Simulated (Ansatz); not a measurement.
Geometry optimisation, RKS PBE/def2-mTZVP in Ansatz 0.2.0.

The input (input.yaml):

```yaml
crystal:
  periodic: [false, false, false]
  atoms:
    - { symbol: B, position_ang: [0.009088, -0.444028, -0.393187] }
    - { symbol: F, position_ang: [0.002958, 0.172084, 2.047633] }
    - { symbol: H, position_ang: [1.0636, 0.091048, -0.538281] }
    - { symbol: H, position_ang: [-1.065379, 0.019017, -0.612156] }
    - { symbol: Cl, position_ang: [0.048004, -2.207175, 0.096366] }
    - { symbol: H, position_ang: [0.079029, -0.745647, 2.211226] }
basis:
  gaussian: { orbitals: def2-mTZVP }
hamiltonian:
  xc: pbe
relax:
  f_tol: 0.03
  max_steps: 50
output:
  orbitals: {}
```

Command:

```bash
$ ansatz run input.yaml --threads 1 --pin off --max-ram 2048MiB --backend cpu --events-out ev --progress --plain --runs-dir out
```

**Question.** Where does it end, and by what steps?

**Answer.** The forces met the threshold. After 6 steps the energy has fallen by 0.042 eV; F2 moved furthest, 0.19 Å.

```json
{"step": "0", "energy less start (eV)": "0.0000", "largest force component (eV/Å)": "0.808", "accepted": "yes"}
{"step": "1", "energy less start (eV)": "-0.0144", "largest force component (eV/Å)": "0.656", "accepted": "yes"}
{"step": "2", "energy less start (eV)": "-0.0358", "largest force component (eV/Å)": "0.526", "accepted": "yes"}
{"step": "3", "energy less start (eV)": "-0.0396", "largest force component (eV/Å)": "0.254", "accepted": "yes"}
{"step": "4", "energy less start (eV)": "-0.0411", "largest force component (eV/Å)": "0.159", "accepted": "yes"}
{"step": "5", "energy less start (eV)": "-0.0418", "largest force component (eV/Å)": "0.099", "accepted": "yes"}
{"step": "6", "energy less start (eV)": "-0.0423", "largest force component (eV/Å)": "0.019", "accepted": "yes"}
```

```xyz
6
Properties=species:S:1:pos:R:3
B 0.018 -0.459 -0.296
F 0.007 0.164 1.863
H 1.060 0.081 -0.506
H -1.052 0.025 -0.502
Cl 0.066 -2.216 0.027
H 0.039 -0.709 2.225
```

Whether the end is a true minimum wasn't checked by a vibrational analysis.

Run time: 12 s on 1 thread of Intel(R) Xeon(R) Platinum 8259CL CPU @ 2.50GHz (Skylake/Cascade Lake) (shared host), peak memory 0.15 GiB.
